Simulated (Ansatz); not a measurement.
# CS (SMILES [C-]#[S+]) at HSE06/cc-pVTZ

What is the vertical singlet–triplet gap of CS at HSE06/cc-pVTZ? 

The results are computed with Ansatz 0.2.0.

31 further runs of the same task are left out: 31 set aside as unsound or not needed.

## 1. The system as given

CS has 2 atoms, charge 0, and is taken as a singlet. As SMILES, `[C-]#[S+]`. Geometry: the measured bond length.

Bond lengths: C1–S2 1.535 Å.

## 2. The energy at HSE06/cc-pVTZ

Contents of run.yaml:

```yaml
crystal:
  periodic: [false, false, false]
  atoms:
    - {symbol: C, position_ang: [0.000000, 0.000000, 0.000000]}
    - {symbol: S, position_ang: [0.000000, 0.000000, 1.534941]}
basis:
  gaussian: {orbitals: cc-pVTZ}
hamiltonian: {xc: {name: HSE06}}
accuracy: high
output: {orbitals: {seedname: orbitals}}
```

The run is started by

```sh
$ ansatz run run.yaml --threads 1 --pin off --max-ram 3480MiB --events-out events.jsonl --progress --plain --runs-dir runs
```

The program printed:

```text
Warning: RAYON_NUM_THREADS=1 ignored (pool sized by the plan → 1); use --threads N
Functional definition: HSE06
  name "HSE06"
  parameter a = 0.25
  parameter omega = 0.11/bohr
  exchange = pbe_x - a*pbe_x_sr(omega) + a*exact_x_sr(omega)
  correlation = pbe_c
891 factors; integrals over basis functions are off by at most 3.5e-9 eV
61 factors; integrals over basis functions are off by at most 1.4e-9 eV
mean field evaluation 1: about -11861.6711 eV, gradient 3.7e1 eV
mean field evaluation 2: about -11848.8396 eV, gradient 7.0e1 eV
mean field evaluation 4: about -11865.2565 eV, gradient 1.7e0 eV
mean field evaluation 8: about -11865.2642 eV, gradient 8.4e-2 eV
mean field evaluation 16: about -11865.2643 eV, gradient 6.1e-7 eV
mean field -11865.26425362 eV, -436.0404187556 hartree, gradient 2.3e-9 eV, S^2 0.000000; 0 other end points of the search recorded, 0 dependent functions left out
reference -11865.26425553 eV, -436.0404188258 hartree; 11, 11 occupied and 53, 53 virtual orbitals, 891 factors
Total energy: -11865.26425553 eV, -436.0404188258 hartree
```

It took 1.8 s on 1 thread of Arm Neoverse V1, shared host; peak memory 0.12 GiB.

## 3. The triplet, same level

Contents of in.yaml:

```yaml
basis:
  gaussian: {orbitals: cc-pVTZ}
crystal:
  periodic: [false, false, false]
  atoms:
    - symbol: C
      position_ang: [0.000000, 0.000000, 0.000000]
    - symbol: S
      position_ang: [0.000000, 0.000000, 1.534941]
magnetization: {spin_polarized: true, initial_magnetization: 2}
hamiltonian: {xc: {name: HSE06}}
accuracy: high
output: {orbitals: {seedname: orbitals}}
```

The run is started by

```sh
$ ansatz run in.yaml --threads 1 --pin off --max-ram 3480MiB --events-out events.jsonl --progress --plain --runs-dir runs
```

The program printed:

```text
Warning: RAYON_NUM_THREADS=1 ignored (pool sized by the plan → 1); use --threads N
Functional definition: HSE06
  name "HSE06"
  parameter a = 0.25
  parameter omega = 0.11/bohr
  exchange = pbe_x - a*pbe_x_sr(omega) + a*exact_x_sr(omega)
  correlation = pbe_c
891 factors; integrals over basis functions are off by at most 3.5e-9 eV
61 factors; integrals over basis functions are off by at most 1.4e-9 eV
mean field evaluation 1: about -11859.4531 eV, gradient 2.1e1 eV
mean field evaluation 2: about -11852.5570 eV, gradient 3.8e1 eV
mean field evaluation 4: about -11861.9340 eV, gradient 2.2e0 eV
mean field evaluation 8: about -11862.0747 eV, gradient 2.9e-1 eV
mean field evaluation 16: about -11862.0786 eV, gradient 8.1e-4 eV
mean field evaluation 32: about -11862.0786 eV, gradient 1.1e-3 eV
mean field -11862.07864586 eV, -435.9233498298 hartree, gradient 2.7e-8 eV, S^2 2.035659; 1 other end points of the search recorded, 0 dependent functions left out
reference -11862.07864789 eV, -435.9233499041 hartree; 12, 10 occupied and 52, 54 virtual orbitals, 891 factors
Total energy: -11862.07864789 eV, -435.9233499041 hartree
```

It took 5.7 s on 1 thread of Arm Neoverse V1, shared host; peak memory 0.15 GiB.

## 4. Results

At HSE06/cc-pVTZ:

| quantity | value |
| --- | --- |
| singlet: total energy | -436.04042 Eh |
| singlet: HOMO energy | -8.44 eV |
| singlet: LUMO energy | -2.65 eV |
| singlet: HOMO–LUMO gap | 5.79 eV |
| triplet: total energy | -435.92335 Eh |
| triplet: HOMO energy (highest over α and β) | -4.94 eV |
| triplet: ⟨S²⟩ | 2.036 |
| vertical energy of the triplet above the singlet | 3.186 eV |

In words: At this shape the triplet lies 3.19 eV (307 kJ/mol) above the singlet.
